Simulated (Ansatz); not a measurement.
# What a trial cell of RbTl relaxes into

All numbers below come from DFT PBE, scalar-relativistic, plane waves, PAW (Ansatz 0.2.0). Cutoff 420 eV, Γ-centred k mesh, Gaussian smearing, no spin polarisation in the final step.

RbTl was placed on the rock salt structure type (Fm-3m, No. 225), with Rb in place of Na, Tl in place of Cl, at a guessed volume.

```
Rb Tl
1.0
     0.00000    3.28996    3.28996
     3.28996    0.00000    3.28996
     3.28996    3.28996    0.00000
Rb Tl
1 1
Direct
  0.00000 0.00000 0.00000
  0.50000 0.50000 0.50000
```

Cell and atoms relax at zero pressure; the relaxation can't lower the symmetry of the start. After a coarse first stage the cell is made exact in the group found at 0.06 Å.

Energies over the elements count from the elements' standard structures at the same level, with no empirical corrections.

(1) What does it relax into?

(2) What are its volume, energy, density and gap?

## Answers

(1) It keeps Fm-3m (No. 225). The result has the rock salt structure. Conventional cell: a = 7.584 Å. Around Rb lie 6 Tl at 3.79 Å; Tl is coordinated by 6 Rb at 3.79 Å.

```
Rb Tl
1.0
     0.00000    3.79178    3.79178
     3.79178    0.00000    3.79178
     3.79178    3.79178    0.00000
Rb Tl
1 1
Direct
  0.00000 0.00000 0.00000
  0.50000 0.50000 0.50000
```

(2) The volume per atom is 54.52 Å³, the density is 4.41 g/cm³ and the energy over the elements is 0.19 eV/atom. The gap on the 12×12×12 mesh is 0 eV (a metal).

The final run used a 12×12×12 mesh on its 2-atom cell and 0.10 eV smearing. For metals, differences of a few meV/atom aren't resolved. Spin–orbit coupling is left out. A structure relaxed within its symmetry needn't be a true minimum.

Cost: 3 runs of about 0.32 core-minutes in all, on Intel Xeon Platinum 8488C (Sapphire Rapids) (shared hosts).